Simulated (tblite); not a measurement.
Isomers of C5H4. Level: GFN2-xTB in tblite, geometry and Hessian alike; calculated harmonic values, unscaled, isolated species. Against measured fundamentals such values can be off by several per cent, at times by over 20. One conformer each.

Electronic energies: GFN2-xTB at the same geometries; isomer energies are rough at this level and their order can be wrong.

```tsv
SMILES	electronic energy, lowest = 0 (kcal/mol)
C#CC#CC	0.0
C#CC1C=C1	26.3
C#CC=C=C	9.2
```

Q: How do GFN2-xTB zero-point energies change the relative energies?

A: 
| SMILES | ZPE (kcal/mol) | of it from modes above 1550 cm⁻¹ | electronic (kcal/mol) | with ZPE, lowest = 0 (kcal/mol) | lowest mode (cm⁻¹) | rings |
| --- | --- | --- | --- | --- | --- | --- |
| C#CC#CC | 40.1 | 24.3 | 0.0 | 0.0 | 139 | 0 |
| C#CC=C=C | 39.6 | 24.1 | 9.2 | 8.6 | 120 | 0 |
| C#CC1C=C1 | 40.1 | 24.1 | 26.3 | 26.3 | 181 | 1 |

The zero-point energies span 0.5 kcal/mol, from `C#CC=C=C` to `C#CC#CC`. The order is unchanged.

Q: What do entropy and thermal enthalpy add at 298.15 K and 1 bar (rigid rotor, harmonic oscillator, one conformer each)?

A: 
```tsv
SMILES	point group	symmetry number	S (cal/(mol K))	H − H(0) (kcal/mol)	ZPE + H − H(0) − TS (kcal/mol)
C#CC#CC	C3v	3	72.2	4.51	23.1
C#CC=C=C	Cs	1	73.7	4.22	21.9
C#CC1C=C1	Cs	1	71.2	3.89	22.8
```
